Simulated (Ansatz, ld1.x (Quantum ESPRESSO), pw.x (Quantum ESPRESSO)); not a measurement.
**pw.x on diamond Co: one setting changed**

Potential: PAW, ld1.x (Quantum ESPRESSO) 7.5, PBEsol; core [Ar], reference 3d8 4s1 4p0; waves: 4s (bound): rcut 1.45, rcutus 2.00 bohr; 4s channel at 1.1 Ry: rcut 1.45, rcutus 2.00 bohr; 4p (bound, empty): rcut 1.95, rcutus 2.50 bohr; 4p channel at 0.25 Ry: rcut 1.95, rcutus 2.50 bohr; 3d (bound): rcut 1.25, rcutus 1.75 bohr; 3d channel at 1.65 Ry: rcut 1.25, rcutus 1.75 bohr; local part: all-electron potential smoothed inside 2.15 bohr (lloc = -1); core correction: none; augmentation: PSQ, inside the norm-conserving radii.

The reference run (k-mesh 9³, cutoffs 70/560 Ry, Fermi–Dirac 0.01 Ry, mixing_beta 0.4, conv_thr 1e-9, no spin) gives 1.74 GPa at 14.290 Å³/atom, where all-electron LAPW gives -0.16 GPa. This run, with its own iteration cap, changes startingwfc to atomic.

```
&control
  calculation='scf', prefix='x', pseudo_dir='./', outdir='./tmp', tstress=.true., disk_io='none'
/
&system
  ibrav=0, nat=2, ntyp=1, ecutwfc=70, ecutrho=560, nbnd=17,
  occupations='smearing', smearing='fd', degauss=0.01
/
&electrons
  conv_thr=1e-09, mixing_beta=0.4, electron_maxstep=60, startingwfc='atomic'
/
ATOMIC_SPECIES
Co 1.0 Co.UPF
CELL_PARAMETERS angstrom
  0.00000000 2.42667012 2.42667012
  2.42667012 0.00000000 2.42667012
  2.42667012 2.42667012 0.00000000
ATOMIC_POSITIONS crystal
Co 0.0000 0.0000 0.0000
Co 0.2500 0.2500 0.2500
K_POINTS automatic
9 9 9 0 0 0
```

```bash
pw.x < Co.scf.in > Co.scf.out
```

Task: How does the run end?

Result: It converges in 12 iterations; the free energy moves by +0.0 meV/atom and the pressure by +0.00 GPa. The result is that of the reference run.

```
Message from routine setup:
     using ibrav=0 with symmetry is DISCOURAGED, use correct ibrav instead
     lattice parameter (alat)  =       6.4852  a.u.
     unit-cell volume          =     192.8674 (a.u.)^3
     number of electrons       =        18.00
     number of Kohn-Sham states=           17
     kinetic-energy cutoff     =      70.0000  Ry
     charge density cutoff     =     560.0000  Ry
     scf convergence threshold =      1.0E-09
     Exchange-correlation= SLA  PW   PSX  PSC
     number of k points=    35  Fermi-Dirac smearing, width (Ry)=  0.0100
     iteration #  1     ecut=    70.00 Ry     beta= 0.40
     total energy              =    -319.15771409 Ry
     estimated scf accuracy    <       0.62297448 Ry
     iteration #  2     ecut=    70.00 Ry     beta= 0.40
     total energy              =    -319.32721673 Ry
     estimated scf accuracy    <       0.22491945 Ry
     iteration #  3     ecut=    70.00 Ry     beta= 0.40
     total energy              =    -319.36845919 Ry
     estimated scf accuracy    <       0.00247754 Ry
     iteration #  4     ecut=    70.00 Ry     beta= 0.40
     c_bands:  1 eigenvalues not converged
     total energy              =    -319.37454280 Ry
     estimated scf accuracy    <       0.00038863 Ry
     iteration #  5     ecut=    70.00 Ry     beta= 0.40
     total energy              =    -319.37452711 Ry
     estimated scf accuracy    <       0.00033773 Ry
     iteration #  6     ecut=    70.00 Ry     beta= 0.40
     total energy              =    -319.37455611 Ry
     estimated scf accuracy    <       0.00001352 Ry
     iteration #  7     ecut=    70.00 Ry     beta= 0.40
     total energy              =    -319.37456499 Ry
     estimated scf accuracy    <       0.00000272 Ry
     iteration #  8     ecut=    70.00 Ry     beta= 0.40
     total energy              =    -319.37456527 Ry
     estimated scf accuracy    <       0.00000077 Ry
     iteration #  9     ecut=    70.00 Ry     beta= 0.40
     total energy              =    -319.37456546 Ry
     estimated scf accuracy    <          1.6E-09 Ry
     iteration # 10     ecut=    70.00 Ry     beta= 0.40
     total energy              =    -319.37456550 Ry
     estimated scf accuracy    <       0.00000002 Ry
     iteration # 11     ecut=    70.00 Ry     beta= 0.40
     total energy              =    -319.37456550 Ry
     estimated scf accuracy    <       0.00000001 Ry
     iteration # 12     ecut=    70.00 Ry     beta= 0.40
     the Fermi energy is     9.3123 ev
!    total energy              =    -319.37456550 Ry
     estimated scf accuracy    <          1.9E-10 Ry
     smearing contrib. (-TS)   =      -0.01737470 Ry
     The total energy is F=E-TS. E is the sum of the following terms:
     one-electron contribution =     -28.39719339 Ry
     hartree contribution      =      37.30299956 Ry
     xc contribution           =     -21.35729338 Ry
     ewald contribution        =     -95.14941072 Ry
     one-center paw contrib.   =    -211.75629286 Ry
     convergence has been achieved in  12 iterations
          total   stress  (Ry/bohr**3)                   (kbar)     P=       17.45
     Message from routine punch:
     Nothing written, as per user request (disk_io='none')
```

The run took about 44 s on one core of a shared host (Neoverse-V1, 32 threads, 247 GiB, load 12).
